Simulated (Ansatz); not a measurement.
Energy needed to pull apart BH₂S₂ (SMILES S[B]S), doublet, into free ground-state atoms, from the structure below (displaced at random from a GFN2-xTB minimum); no zero-point or spin–orbit terms; open-shell atoms are treated unrestricted, in their ground-state multiplicity.

S1  (-1.381, 0.104, -0.873)
B2  (-0.061, -0.058, 0.251)
S3  (1.633, 0.401, -0.162)
H4  (-2.361, -0.564, -0.173)
H5  (2.210, 0.110, 0.952)
(Å)

Ansatz 0.2.0; basis: def2-TZVPP; cores frozen in the correlated methods; orbitals are unrestricted. B3LYP uses VWN-RPA correlation.

```
    method  atomization energy (kcal/mol)
    PBE-D4                          368.7
 r2SCAN-D4                          365.6
   PBE0-D4                          361.0
  B3LYP-D4                          354.7
r2SCAN0-D4                              ?
   wB97M-V                          357.6
        HF                          253.8
       MP2                          348.6
      CCSD                              ?
   CCSD(T)                          340.3
```

Task: What does r2SCAN0-D4 give? (To be estimated.)

Result: The calculation gives: 357.9 kcal/mol, which is about 17.6 kcal/mol more than CCSD(T)/def2-TZVPP.

Task: What does CCSD give? (To be estimated.)

Result: By the calculation: 332.5 kcal/mol, which is about 7.8 kcal/mol less than CCSD(T)/def2-TZVPP.

In triple zeta the MP2 and coupled-cluster atomization energies are still short of their basis limit by a few kcal/mol a bond, whereas those of the functionals are nearly converged, so these differences are not deviations from converged CCSD(T).

No T1 diagnostic of these runs exceeds 0.018. ⟨S²⟩ of the unrestricted Hartree–Fock references: 0.76 (a pure state has 0.75).

For scale, one of the runs: CCSD(T)/def2-TZVPP forces, 143 basis functions, launched by `ansatz run in.yaml --threads 4 --pin off --events-out ev --progress --plain --max-ram 5222MiB`. The run took 99 s on 4 CPU threads of an Arm Neoverse V2 (shared host), with 3.2 GiB of host memory at its peak.
